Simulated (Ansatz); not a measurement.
Crystal: ZnO$_{3}$, ReO3 type, 4 atoms in the cell.

Computed with Ansatz, PBE, plane waves, PAW datasets (generated soft set 1).

Cutoff 420 eV; k-mesh 28×28×28 Γ-centred; Fermi–Dirac smearing of 0.0612 eV; no spin polarisation.

```csv
V (Å³/atom),a (Å),E − E(min) (meV/atom),P (GPa)
13.291,3.7601,14.38,5.77
13.574,3.7866,6.14,3.62
13.856,3.8127,1.47,1.71
14.139,3.8385,0.00,0.00
14.422,3.8639,1.36,-1.52
14.705,3.8890,5.26,-2.87
14.988,3.9138,11.41,-4.07
```

Fit a third-order Birch–Murnaghan equation of state to the energies.

V₀ = 14.139 Å³/atom (a₀ = 3.839 Å), B₀ = 80.4 GPa, B₀′ = 4.78.

The published all-electron PBE values for this crystal (mean of FLEUR and WIEN2k, k-spacing 0.06 Å⁻¹; Bosoni et al., Nat. Rev. Phys. 6, 45 (2024)) are V₀ = 14.138 Å³/atom, B₀ = 81.2 GPa, B₀′ = 4.85.

The stress includes the program's correction for the finite plane-wave basis.

This cubic structure is a model: it isn't the usual form of the substance at ambient conditions, and such phases are metastable or hypothetical. Spin polarisation is left out, and a magnetic state may lie lower.
